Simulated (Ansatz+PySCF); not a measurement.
Values are calculated unless marked as measured or tabulated.
## Several solutions for singlet NH3

```csv
atom,x (Å),y (Å),z (Å)
N,0.0000,0.0000,0.1216
H,1.8249,0.0000,-0.6687
H,-0.4679,0.8105,-0.2837
H,-0.4679,-0.8105,-0.2837
```

Basis set: 6-31G (spherical functions). Charge 0, multiplicity 1.

PBE0 (unrestricted) was run from several starts with Ansatz (development build ahead of 0.2.0) and PySCF 2.14.0.

```tsv
run	program	start	converged	energy (hartree)	<S²>
A	PySCF	program defaults	yes	-56.29473	0.00
B	Ansatz	atomic start, no search	yes	-56.29473	0.00
C	Ansatz	search for the lowest state	yes	-56.30523	0.58
D	Ansatz	stability test followed	yes	-56.30523	0.58
```

Q: Which runs reached the lowest solution of this kind, and what is wrong with the others?

A: C, D reached the lowest solution found. Converged but too high: A by 0.29 eV, B by 0.29 eV. Convergence only shows a stationary point, and even a stable one can lie too high; stability tests and further starts are what find lower ones. Caution: the unrestricted determinant is spin contaminated.
